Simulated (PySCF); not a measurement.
CH₃O, SMILES C=[OH+], charge +1.

The structure is a stationary point at PBE-D3(BJ)/def2-TZVP. The isomer is the one that the SMILES or the coordinates give; other isomers of the formula were not compared.

Two levels are set side by side: TDA-PBE/def2-TZVPD (PySCF) and ADC(2)/aug-cc-pVDZ (PySCF). Vertical, same geometry; the bases differ. Differences are taken from unrounded values.

```csv
quantity,ADC(2),TDA-PBE,TDA-PBE minus ADC(2)
lowest singlet excitation (eV),6.17,5.80,-0.37
```

Functionals without exact exchange tend to place singlet excitations lower, as here. Differences between two approximate levels are no errors against the true value.

Rough cost on one machine, each run with all the roots and properties that it gave: ADC(2) against TDA-PBE within a factor of 2.
